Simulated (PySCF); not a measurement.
# C4H6O (ethoxyacetylene): levels of theory compared

We compute a comparison of 6 runs (HF/STO-3G, B3LYP/6-31G*, r2SCAN/def2-TZVP, MP2/6-31G**, MP2/aug-cc-pVDZ) of C4H6O (ethoxyacetylene). 

The calculation is run with PySCF 2.14.0.

### Step 1. The system as given

C4H6O: 11 atoms, total charge 0, spin state singlet. As SMILES, `C#COCC`. The coordinates come from a PBE0-D4/def2-TZVP relaxation. This is one conformer, not always the lowest.

Bond lengths: C1–C2 1.200 Å, C2–O3 1.290 Å, O3–C4 1.447 Å, C4–C5 1.505 Å, C1–H6 1.062 Å, C4–H7 1.090 Å, C4–H8 1.094 Å, C5–H9 1.092 Å, C5–H10 1.091 Å, C5–H11 1.092 Å. Some angles: C1–C2–O3 178.5°, C2–O3–C4 115.1°, O3–C4–C5 111.8°, C2–C1–H6 179.0°, O3–C4–H7 104.0°, O3–C4–H8 108.0°, C5–C4–H7 112.0°, C5–C4–H8 111.8°, C4–C5–H9 110.8°, C4–C5–H10 110.9°.

### Step 2. Energy and forces at HF/STO-3G (run 1)

File run.py:

```python
# C#COCC
import pyscf.grad
from pyscf import gto, scf

mol = gto.M(
    atom='''
C       -0.520800       1.630800       1.875600
C        0.121300       0.725900       1.417600
O        0.832700      -0.243400       0.950000
C        0.205600      -1.012700      -0.102300
C        0.069700      -0.216100      -1.372300
H       -1.075600       2.434200       2.293800
H        0.864600      -1.871400      -0.228500
H       -0.764500      -1.360200       0.264300
H       -0.559000       0.662100      -1.213400
H        1.046400       0.111600      -1.732500
H       -0.395000      -0.833800      -2.144300
''',
    basis='sto-3g',
    max_memory=1860,
    verbose=4,
    spin=0,
)

myscf = scf.RHF(mol)
myscf.conv_tol = 1e-10
myscf.kernel()
if not myscf.converged:
    myscf = myscf.newton().run(myscf.mo_coeff, myscf.mo_occ)

etot = myscf.e_tot
print('E = %.10f Eh' % etot)
grad = myscf.Gradients().kernel()
myscf.analyze()
```

Command:

```sh
$ OMP_NUM_THREADS=1 python run.py
```

What it wrote:

```text
PySCF version 2.14.0

[... 82 lines left out ...]
Nuclear Repulsion Energy =             161.363776503844548
[... 8 lines left out ...]
MO #3   energy= -11.0588431645156  occ= 2
[... 6 lines left out ...]
MO #10  energy= -0.680161911064919 occ= 2
[... 6 lines left out ...]
MO #17  energy= -0.456772667687226 occ= 2
[... 6 lines left out ...]
MO #24  energy= 0.620063975052154  occ= 0
[... 6 lines left out ...]
MO #31  energy= 1.53580915334682   occ= 0
[... 45 lines left out ...]
Dipole moment(X, Y, Z, Debye): -0.90200, -0.71469, -1.39157
```

Run time: 1.9 s. Hardware: 1 thread of Intel Xeon at 2.70GHz, shared host; peak memory 0.12 GiB.

### Step 3. Energy and gradient at B3LYP/6-31G(d) (spherical functions) (run 2)

File start.xyz:

```xyz
11

C     -0.520800     1.630800     1.875600
C      0.121300     0.725900     1.417600
O      0.832700    -0.243400     0.950000
C      0.205600    -1.012700    -0.102300
C      0.069700    -0.216100    -1.372300
H     -1.075600     2.434200     2.293800
H      0.864600    -1.871400    -0.228500
H     -0.764500    -1.360200     0.264300
H     -0.559000     0.662100    -1.213400
H      1.046400     0.111600    -1.732500
H     -0.395000    -0.833800    -2.144300
```

File job.py:

```python
# C#COCC
from pyscf import gto, dft

mol = gto.Mole()
mol.atom = 'start.xyz'
mol.max_memory = 1860
mol.verbose = 4
mol.basis = '6-31g*'
mol.build()

mf = dft.RKS(mol)
mf.xc = 'b3lyp'
mf.conv_tol = 1e-10
mf.grids.level = 5
mf.kernel()
if not mf.converged:
    mf = mf.newton().run(mf.mo_coeff, mf.mo_occ)

etot = mf.e_tot
print(f'total energy: {etot:.8f} hartree')
grad = mf.nuc_grad_method().kernel()
mf.analyze()
```

Command:

```sh
$ OMP_NUM_THREADS=1 python job.py
```

What it wrote:

```text
PySCF version 2.14.0

[... 105 lines left out ...]
MO #2   energy= -10.2489440458415  occ= 2
[... 15 lines left out ...]
MO #18  energy= -0.254778221427205 occ= 2
[... 15 lines left out ...]
MO #34  energy= 0.522515688188527  occ= 0
[... 15 lines left out ...]
MO #50  energy= 1.0329364795141    occ= 0
[... 15 lines left out ...]
MO #66  energy= 1.92713616526202   occ= 0
[... 15 lines left out ...]
MO #82  energy= 3.45504563766783   occ= 0
[... 96 lines left out ...]
Dipole moment(X, Y, Z, Debye): -0.76447, -1.03282, -1.66712
```

Wall time 33 s (1 thread of Intel Xeon at 2.70GHz, shared host); peak memory 0.84 GiB.

Run 3 isn't shown in full; the table further down has it.

### Step 4. Energy and gradient at r2SCAN/def2-TZVP (run 4)

File run.py:

```python
# C#COCC
from pyscf import gto, dft

system = gto.Mole()
system.atom = '''
C     -0.520800     1.630800     1.875600
C      0.121300     0.725900     1.417600
O      0.832700    -0.243400     0.950000
C      0.205600    -1.012700    -0.102300
C      0.069700    -0.216100    -1.372300
H     -1.075600     2.434200     2.293800
H      0.864600    -1.871400    -0.228500
H     -0.764500    -1.360200     0.264300
H     -0.559000     0.662100    -1.213400
H      1.046400     0.111600    -1.732500
H     -0.395000    -0.833800    -2.144300
'''
system.charge = 0
system.max_memory = 1860
system.verbose = 4
system.basis = 'def2-tzvp'
system.build()

myscf = dft.RKS(system, xc='r2scan')
myscf.grids.level = 5
myscf.conv_tol = 1e-10
myscf.kernel()
if not myscf.converged:
    myscf = myscf.newton().run(myscf.mo_coeff, myscf.mo_occ)

e_final = myscf.e_tot
print('E(%s) = %.9f' % ('R2SCAN', e_final))
grad = myscf.nuc_grad_method().kernel()
myscf.analyze()
```

Command:

```sh
$ OMP_NUM_THREADS=1 python run.py
```

What it wrote:

```text
PySCF version 2.14.0

[... 129 lines left out ...]
MO #21  energy= 0.037814297459001  occ= 0
[... 33 lines left out ...]
MO #55  energy= 0.666383195534973  occ= 0
[... 33 lines left out ...]
MO #89  energy= 1.68432809999347   occ= 0
[... 33 lines left out ...]
MO #123 energy= 2.78359152504696   occ= 0
[... 33 lines left out ...]
MO #157 energy= 3.96296141147823   occ= 0
[... 33 lines left out ...]
MO #191 energy= 44.2279254338291   occ= 0
[... 205 lines left out ...]
Dipole moment(X, Y, Z, Debye): -0.62909, -1.17854, -1.78546
```

Wall time 3.8 min (1 thread of Intel Xeon at 2.70GHz, shared host); peak memory 2.9 GiB.

Run 5 isn't shown in full; the table further down has it.

### Step 5. Energy and gradient at MP2/aug-cc-pVDZ (run 6)

File input.py:

```python
import pyscf.grad
from pyscf import gto, mp

system = gto.Mole()
system.atom = '''
C     -0.984169     3.081765     3.544370
C      0.229224     1.371752     2.678876
O      1.573575    -0.459959     1.795240
C      0.388528    -1.913726    -0.193319
C      0.131714    -0.408370    -2.593271
H     -2.032589     4.599971     4.334654
H      1.633857    -3.536433    -0.431802
H     -1.444696    -2.570405     0.499455
H     -1.056357     1.251188    -2.292994
H      1.977409     0.210893    -3.273951
H     -0.746442    -1.575654    -4.052140
'''
system.spin = 0
system.basis = 'aug-cc-pvdz'
system.verbose = 4
system.charge = 0
system.max_memory = 1860
system.unit = 'bohr'
system.build()

hf = system.RHF()
hf.conv_tol = 1e-10
hf.kernel()
if not hf.converged:
    hf = hf.newton().run(hf.mo_coeff, hf.mo_occ)

pt = mp.MP2(hf, frozen=5).run()
etot = pt.e_tot
print(f'total energy: {etot:.8f} hartree')
grad = pt.Gradients().kernel()
dip = hf.dip_moment()
pop, q = hf.mulliken_pop()
```

Command:

```sh
$ OMP_NUM_THREADS=1 python input.py
```

What it wrote:

```text
PySCF version 2.14.0

[... 69 lines left out ...]
converged SCF energy = -229.760323071453
[... 8 lines left out ...]
total energy: -230.50836515 hartree
[... 8 lines left out ...]
Dipole moment(X, Y, Z, Debye): -0.84538, -1.06932, -1.78016
[... 181 lines left out ...]
charge of   10H =     -0.02949
```

Run time: 2.5 min. Hardware: 1 thread of Intel Xeon at 2.70GHz, shared host; peak memory 1.9 GiB.

### Step 6. The series

| run | level | integration grid | Cartesian functions | energy (Eh) | dipole moment (D) of the reference | HOMO energy (eV) | LUMO energy (eV) | wall time |
| --- | --- | --- | --- | --- | --- | --- | --- | --- |
| 1 | HF/STO-3G | – | no | -226.849725 | 1.81 | -7.56 | 10.83 | 1.9 s |
| 2 | B3LYP/6-31G* (spherical functions) | 5 | no | -231.155677 | 2.10 | -6.28 | 1.92 | 33 s |
| 3 | B3LYP/6-31G* (Cartesian functions) | 5 | yes | -231.159714 | 2.11 | -6.29 | 1.91 | 35 s |
| 4 | r2SCAN/def2-TZVP | 5 | no | -231.115246 | 2.23 | -5.88 | 0.76 | 3.8 min |
| 5 | MP2/6-31G** (spherical functions) | – | no | -230.451340 | 2.26 | -9.66 | 6.13 | 22 s |
| 6 | MP2/aug-cc-pVDZ | – | no | -230.508365 | 2.24 | -9.88 | 0.93 | 2.5 min |

### Step 7. Summary of results

| quantity | value |
| --- | --- |
| run 6: total energy | -230.50837 Eh |
| run 6: dipole moment (Hartree–Fock density) | 2.24 D |
| run 6: HOMO energy (Hartree–Fock orbitals) | -9.88 eV |
| run 6: LUMO energy (Hartree–Fock orbitals) | 0.93 eV |
| run 6: HOMO–LUMO gap (Hartree–Fock orbitals) | 10.80 eV |
| run 6: correlation energy (5 core orbitals frozen) | -748.0 mEh |
| run 6: largest force on an atom | 2.913 eV/Å |

**Reading.** Over runs 1, 2, 3, 4 the dipole moment (its size) runs from 1.81 D (HF/STO-3G) to 2.23 D (r2SCAN/def2-TZVP). The two ends differ in method and basis. Over runs 1, 2, 3, 4 the HOMO–LUMO gap runs from 6.65 eV (r2SCAN/def2-TZVP) to 18.39 eV (HF/STO-3G). Totals of different functionals can't be ranked against each other. In run 1 the basis is minimal, so the values are rough. All runs together took 7.9 min, the longest 3.8 min.
